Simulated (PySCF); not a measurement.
Other spins and charges of Si–BH2, quartet at one geometry

Geometry (PBE0/def2-TZVP stationary point for this spin, not checked as a minimum):

| atom | x (Å) | y (Å) | z (Å) |
| --- | --- | --- | --- |
| Si | 0.0000 | 0.0000 | 0.6500 |
| B | 0.0000 | 0.0000 | -1.3428 |
| H | 0.0000 | -1.0760 | -1.8539 |
| H | 0.0000 | 1.0760 | -1.8539 |

Basis 6-31G; PySCF 2.14.0. Correlated methods freeze the noble-gas cores. R marks a restricted (for open shells ROHF) determinant, U an unrestricted one.

Gaps are energies of the second state less the first, at fixed atoms, for a selection of the levels run; mean-field and cluster levels share one orbital occupation for each state, and full CI takes the lowest of the symmetries tried.

Task: PBE gives 6.604 eV for sextet less quartet. Estimate what RCCSDT gives in 6-31G.

Result: RCCSDT in 6-31G gives 6.304 eV, so against it PBE is off by 0.300 eV, of which a good part can be the reference's own basis and frozen-core error.

| level | gap (eV) | error (meV) |
| --- | --- | --- |
| RHF | 5.757 | -547 |
| UHF | 5.700 | -604 |
| RMP2 | 6.192 | -112 |
| UMP2 | 6.177 | -127 |
| RCCSD | 6.267 | -37 |
| UCCSD | 6.265 | -39 |
| RCCSD(T) | 6.297 | -7 |
| UCCSD(T) | 6.296 | -8 |
| UCCSDT | 6.303 | -1 |
| r2SCAN | 6.243 | -61 |
| PBE0 | 6.570 | 266 |
| B3LYP | 6.904 | 600 |
| wB97M-V | 7.011 | 707 |
| B2PLYP | 6.795 | 491 |

Task: PBE gives 12.788 eV for removing an electron, to the quintet. Estimate what RCCSDT gives in 6-31G.

Result: RCCSDT in 6-31G gives 12.165 eV, so against it PBE is off by 0.623 eV, of which a good part can be the reference's own basis and frozen-core error.

```json
{"level": "RHF", "gap (eV)": "11.545", "error (meV)": "-620"}
{"level": "UHF", "gap (eV)": "11.509", "error (meV)": "-656"}
{"level": "RMP2", "gap (eV)": "12.068", "error (meV)": "-97"}
{"level": "UCCSDT", "gap (eV)": "12.164", "error (meV)": "-1"}
{"level": "r2SCAN", "gap (eV)": "12.571", "error (meV)": "406"}
{"level": "PBE0", "gap (eV)": "12.870", "error (meV)": "705"}
{"level": "B3LYP", "gap (eV)": "13.026", "error (meV)": "861"}
{"level": "wB97M-V", "gap (eV)": "13.072", "error (meV)": "907"}
{"level": "B2PLYP", "gap (eV)": "12.764", "error (meV)": "599"}
```

Doublet less quartet: -0.773 eV at RCCSDT.

| level | gap (eV) | error (meV) |
| --- | --- | --- |
| RHF | -0.433 | 340 |
| RMP2 | -0.700 | 73 |
| UMP2 | -0.700 | 73 |
| RCCSD | -0.775 | -2 |
| UCCSD | -0.775 | -2 |
| RCCSD(T) | -0.775 | -2 |
| UCCSD(T) | -0.775 | -2 |
| UCCSDT | -0.773 | 0 |
| PBE | -0.965 | -192 |
| r2SCAN | -0.808 | -35 |
| PBE0 | -0.938 | -165 |
| B3LYP | -1.156 | -383 |
| wB97M-V | -1.236 | -463 |
| B2PLYP | -1.054 | -281 |

In so small a basis the reference is far from its limit while semilocal and hybrid functionals are nearer theirs (RPA and double hybrids share much of the reference's basis error), so the functionals' errors here hold much of the reference's basis and frozen-core error, which can add to them or hide them.

Full CI isn't at hand for all of this; RCCSDT serves as the reference. It lacks quadruple excitations, which often exceed the step from CCSD(T) to CCSDT. The frozen core follows each run's orbitals, which can shift R against U totals by a few meV.
